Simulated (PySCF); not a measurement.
Species: C4H9N.
Atom-mapped SMILES: `[H]/[N:5]=[CH:4]\[CH2:3][CH2:2][CH3:1]` (hydrogens: H6, H7, H8 on C1; H9, H10 on C2; H11, H12 on C3; H13 on C4; H14 on N5)

Geometry (PBE0-D3(BJ)/def2-SVP, Å), atoms numbered from 1 in this order:
```xyz
14
C4H9N angstrom
C     -1.515    0.661    0.430
C     -0.940   -0.585   -0.226
C      0.521   -0.425   -0.651
C      1.446   -0.225    0.515
N      2.267    0.719    0.718
H     -2.562    0.510    0.731
H     -0.945    0.943    1.329
H     -1.487    1.521   -0.258
H     -1.540   -0.855   -1.110
H     -1.022   -1.442    0.464
H      0.629    0.419   -1.354
H      0.843   -1.335   -1.189
H      1.387   -1.010    1.292
H      2.230    1.386   -0.063
```

Level: CAM-B3LYP/def2-SVPD in PySCF, non-relativistic, on one gas-phase PBE0-D3(BJ)/def2-SVP geometry that isn't relaxed in the solvent. The solvent is an IEF-PCM continuum (cavity from Bondi-type radii × 1.2), and excitations are vertical TDDFT with non-equilibrium linear response and a frozen core. The model holds no explicit solvent molecules, cavitation or dispersion.

| run | E − E(gas) (kJ/mol) | HOMO (eV) | HOMO–LUMO gap (eV) | dipole (D) | lowest singlet (eV) | static polarisability (au) |
| --- | --- | --- | --- | --- | --- | --- |
| gas | 0.00 | -8.96 | 9.92 | 2.74 | 5.37 | 57.6 |
| P | -16.51 | -9.07 | 10.08 | 3.34 | 5.47 | 70.7 |
| Q | -23.21 | -9.13 | 10.13 | 3.60 | 5.52 | 77.0 |

Q: The runs were made in acetonitrile and chloroform. Which run belongs to which solvent?

A: P = chloroform, Q = acetonitrile. The dielectric constants are 4.711 (chloroform), 35.69 (acetonitrile), and the energy falls further as ε rises. The optical constants n² used for the excitations are 2.09, 1.81 in the same order. In this model the ground state sees the solvent through ε alone.

Q: How constant is the ratio of the lowering to (ε − 1)/(2ε + 1)?

A: 
```
     solvent  (ε − 1)/(2ε + 1)  E − E(gas) (kJ/mol)  ratio (kJ/mol)  polarisation term (kJ/mol)
  chloroform             0.356               -16.51           -46.4                      -19.04
acetonitrile             0.479               -23.21           -48.4                      -28.32
```

The ratio changes by +4.4 % in size from chloroform to acetonitrile. The polarisation term is half the interaction of the solute with the induced surface charges.

Rough CPU time on one thread of a shared machine: about 40 s. This is the whole response run at CAM-B3LYP/def2-SVPD in acetonitrile, SCF included.
